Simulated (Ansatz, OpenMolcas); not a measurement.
# AlCl (SMILES [Al][Cl]): methods side by side

AlCl: 2 atoms, total charge 0, spin state singlet. As SMILES, `[Al][Cl]`. The bond length is the measured one.

```xyz
2

Al    0.0000    0.0000    0.0000
Cl    0.0000    0.0000    2.1301
```

Each level gives the energy change with the Al1–Cl2 bond stretched from 2.130 to 4.260 Å (eV). The values are calculated.

```json
{"level": "HF/STO-3G (restricted)", "kind": "Hartree–Fock", "program": "OpenMolcas", "value (eV)": "4.61", "less FCI/STO-3G": "-0.01"}
{"level": "SVWN5/STO-3G (restricted)", "kind": "LDA", "program": "OpenMolcas", "value (eV)": "4.88", "less FCI/STO-3G": "+0.26"}
{"level": "r2SCAN/STO-3G (restricted)", "kind": "meta-GGA", "program": "Ansatz", "value (eV)": "4.64", "less FCI/STO-3G": "+0.02"}
{"level": "CAM-B3LYP/STO-3G (restricted)", "kind": "range-separated hybrid", "program": "Ansatz", "value (eV)": "5.00", "less FCI/STO-3G": "+0.38"}
{"level": "HSE06/STO-3G (restricted)", "kind": "range-separated hybrid", "program": "Ansatz", "value (eV)": "4.82", "less FCI/STO-3G": "+0.20"}
{"level": "wB97M-V/STO-3G (restricted)", "kind": "range-separated hybrid", "program": "Ansatz", "value (eV)": "5.04", "less FCI/STO-3G": "+0.42"}
{"level": "MP2/STO-3G (restricted)", "kind": "perturbation theory", "program": "Ansatz", "value (eV)": "4.68", "less FCI/STO-3G": "+0.06"}
{"level": "CCSDT(Q)/STO-3G (restricted)", "kind": "coupled cluster or CI", "program": "Ansatz", "value (eV)": "4.62", "less FCI/STO-3G": "0.00"}
{"level": "FCI/STO-3G", "kind": "exact in the basis", "program": "OpenMolcas", "value (eV)": "4.62", "less FCI/STO-3G": "0.00"}
```

FCI/STO-3G is exact within its basis and frozen core, so for wave-function methods in that basis the difference is their error; functionals converge differently with the basis, so for them it is only a difference. The first shape isn't each level's own minimum. The values span 4.61 to 5.04 eV. All rows use very small basis sets, so even the best lies far from the true value.
